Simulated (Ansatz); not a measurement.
## Ansatz (development build ahead of 0.2.0) run

```yaml
crystal:
  periodic: [false, false, false]
  atoms:
    - { symbol: O, position_ang: [2.60297, -0.12737, 0.00222] }
    - { symbol: O, position_ang: [1.441, 2.16854, -0.06855] }
    - { symbol: O, position_ang: [-1.16273, 2.3394, 0.07765] }
    - { symbol: O, position_ang: [-2.67171, 0.13518, -0.01654] }
    - { symbol: O, position_ang: [-1.42088, -2.1676, 0.06716] }
    - { symbol: O, position_ang: [1.15136, -2.35496, -0.05336] }
    - { symbol: H, position_ang: [2.11249, 0.74491, 0.00218] }
    - { symbol: H, position_ang: [0.40003, 2.22366, -0.00058] }
    - { symbol: H, position_ang: [-1.71231, 1.44908, -0.05505] }
    - { symbol: H, position_ang: [-2.1519, -0.76952, -0.00349] }
    - { symbol: H, position_ang: [-0.48659, -2.22367, -0.04381] }
    - { symbol: H, position_ang: [1.72152, -1.48945, -0.01696] }
    - { symbol: H, position_ang: [3.09621, -0.05768, 0.85082] }
    - { symbol: H, position_ang: [1.56563, 2.7227, -0.86811] }
    - { symbol: H, position_ang: [-1.57903, 2.73161, 0.83124] }
    - { symbol: H, position_ang: [-3.18586, 0.05276, -0.82815] }
    - { symbol: H, position_ang: [-1.62265, -2.67027, 0.81641] }
    - { symbol: H, position_ang: [1.49772, -2.74016, -0.82006] }
basis:
  gaussian: { orbitals: def2-SVP }
hamiltonian:
  xc: hf
correlation:
  method: mp2
  frozen_orbitals: { H: 0, O: 1 }
output:
  forces: true
```

The input is written out in the form of the current development build from the run's settings.

Output:

* Converged: yes
* Reference energy: -455.80887 hartree
* Correlation energy: -1.24846 hartree
* Total energy: -457.05733 hartree
* Spin squared of the determinant: 0.000
* Stability test: minimum among restricted orbitals

Forces (eV/Å):
```tsv
atom	Fx	Fy	Fz
O1	0.515	0.141	1.131
O2	-1.899	1.001	-0.693
O3	-0.789	-2.179	-1.284
O4	0.907	-1.362	-0.180
O5	-2.170	1.334	-1.747
O6	0.449	2.336	1.775
H7	0.084	-0.212	-0.385
H8	1.639	-0.219	0.260
H9	0.964	1.668	0.414
H10	-0.787	1.482	0.175
H11	2.399	-0.110	-0.156
H12	-1.033	-1.123	0.181
H13	-0.408	-0.204	-0.873
H14	0.204	-0.554	0.638
H15	-0.374	0.397	0.839
H16	-0.057	0.065	-0.003
H17	-0.427	-1.252	1.896
H18	0.783	-1.209	-1.987
```
